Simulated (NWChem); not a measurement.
**Total energies of fluorine (F2)**

```
F
F 1 1.3765
```
Charge 0, spin multiplicity 1.

Program: NWChem. The geometry was optimised at PBE0/def2-SVP, a minimum by its harmonic frequencies.

Basis set: cc-pVQZ (110 functions).

| method | total energy (Ha) | relative cost |
|---|---|---|
| RHF | -198.77223 | 1 |
| MP2 | -199.33768 | under 3 |
| B2PLYP | -199.51274 | under 3 |
| PBE | -199.42752 | under 3 |
| B3LYP | -199.60458 | under 3 |
| BP86 | -199.61114 | under 3 |
| CCSD(T) | -199.35811 | 90 |

Total energies of different functionals aren't comparable as a measure of quality: only differences taken within one method are. The cost column gives rough processor time relative to RHF; each entry includes its own SCF.

The correlated methods keep 2 core orbitals frozen. B3LYP has NWChem's definition, with VWN1-RPA local correlation. Coupled-cluster values serve here as a point of comparison, not as the truth.
